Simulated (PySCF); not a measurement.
C5H8O.
Bonds: C1–C2, C2–C3, C3–C4, C4–O5 (double), C4–C6, C2–C6. Hydrogens: H7, H8, H9 on C1; H10 on C2; H11, H12 on C3; H13, H14 on C6.

A GFN2-xTB structure was refined with PBE0-D3(BJ)/def2-SVP geometry optimisation, gas phase (PySCF 2.14.0). Its GFN2-xTB values:

```json
{"coordinate": "C1–C2", "GFN2-xTB": "1.518 Å"}
{"coordinate": "C1–H7", "GFN2-xTB": "1.088 Å"}
{"coordinate": "C2–C3", "GFN2-xTB": "1.545 Å"}
{"coordinate": "C2–H10", "GFN2-xTB": "1.091 Å"}
{"coordinate": "C3–C4", "GFN2-xTB": "1.513 Å"}
{"coordinate": "C3–H11", "GFN2-xTB": "1.088 Å"}
{"coordinate": "C3–H12", "GFN2-xTB": "1.089 Å"}
{"coordinate": "C4=O5", "GFN2-xTB": "1.196 Å"}
{"coordinate": "C6–H13", "GFN2-xTB": "1.089 Å"}
{"coordinate": "C1–C2–C3", "GFN2-xTB": "115.4°"}
{"coordinate": "C2–C3–C4", "GFN2-xTB": "88.8°"}
{"coordinate": "C3–C2–C6", "GFN2-xTB": "89.9°"}
{"coordinate": "C3–C4–O5", "GFN2-xTB": "133.8°"}
{"coordinate": "C3–C4–C6", "GFN2-xTB": "92.3°"}
{"coordinate": "C1–C2–C3–C4", "GFN2-xTB": "-121°"}
{"coordinate": "C1–C2–C6–C4", "GFN2-xTB": "121°"}
{"coordinate": "C2–C3–C4–O5", "GFN2-xTB": "-176°"}
{"coordinate": "C3–C4–C6–C2", "GFN2-xTB": "-3°"}
```

Question: How do these coordinates change at the PBE0-D3(BJ)/def2-SVP level?

Answer: 
```json
{"coordinate": "C6–H13", "PBE0-D3(BJ)/def2-SVP (Å or °)": "1.104", "change": "+0.015"}
{"coordinate": "C3–H12", "PBE0-D3(BJ)/def2-SVP (Å or °)": "1.104", "change": "+0.015"}
{"coordinate": "C1–H7", "PBE0-D3(BJ)/def2-SVP (Å or °)": "1.102", "change": "+0.014"}
{"coordinate": "C3–H11", "PBE0-D3(BJ)/def2-SVP (Å or °)": "1.101", "change": "+0.013"}
{"coordinate": "C3–C4", "PBE0-D3(BJ)/def2-SVP (Å or °)": "1.524", "change": "+0.011"}
{"coordinate": "C2–H10", "PBE0-D3(BJ)/def2-SVP (Å or °)": "1.102", "change": "+0.011"}
{"coordinate": "C2–C3", "PBE0-D3(BJ)/def2-SVP (Å or °)": "1.552", "change": "+0.007"}
{"coordinate": "C1–C2", "PBE0-D3(BJ)/def2-SVP (Å or °)": "1.513", "change": "-0.005"}
{"coordinate": "C4=O5", "PBE0-D3(BJ)/def2-SVP (Å or °)": "1.195", "change": "-0.001"}
{"coordinate": "C1–C2–C3", "PBE0-D3(BJ)/def2-SVP (Å or °)": "117.9", "change": "+2.5"}
{"coordinate": "C2–C3–C4", "PBE0-D3(BJ)/def2-SVP (Å or °)": "87.9", "change": "-0.9"}
{"coordinate": "C3–C4–C6", "PBE0-D3(BJ)/def2-SVP (Å or °)": "92.0", "change": "-0.3"}
{"coordinate": "C3–C4–O5", "PBE0-D3(BJ)/def2-SVP (Å or °)": "133.9", "change": "+0.1"}
{"coordinate": "C3–C2–C6", "PBE0-D3(BJ)/def2-SVP (Å or °)": "89.9", "change": "0.0"}
{"coordinate": "C2–C3–C4–O5", "PBE0-D3(BJ)/def2-SVP (Å or °)": "-164", "change": "+12"}
{"coordinate": "C1–C2–C6–C4", "PBE0-D3(BJ)/def2-SVP (Å or °)": "133", "change": "+12"}
{"coordinate": "C1–C2–C3–C4", "PBE0-D3(BJ)/def2-SVP (Å or °)": "-133", "change": "-12"}
{"coordinate": "C3–C4–C6–C2", "PBE0-D3(BJ)/def2-SVP (Å or °)": "-12", "change": "-9"}
```

The energy falls by 0.96 kcal/mol over 12 energy and gradient evaluations, the largest force component goes from 0.0096 to 1.7e-04 Eh/bohr, and the atoms move by 0.196 Å rms after alignment. Among the bonds, C1–H7, C3–H12 and C6–H13 change most and about equally (+0.014 to +0.015 Å). Bonds longer at the end by more than 0.005 Å: 12 of 14; shorter: 0. Among the dihedrals that turn most is C1–C2–C6–H13, from 6° to 22°. Rotational constants go from 8897, 2501, 2201 to 9544, 2421, 2097 MHz.

The run used 124 basis functions and 78 SCF cycles in all.

Not checked by PBE0-D3(BJ)/def2-SVP frequencies. One conformer, not necessarily the lowest.
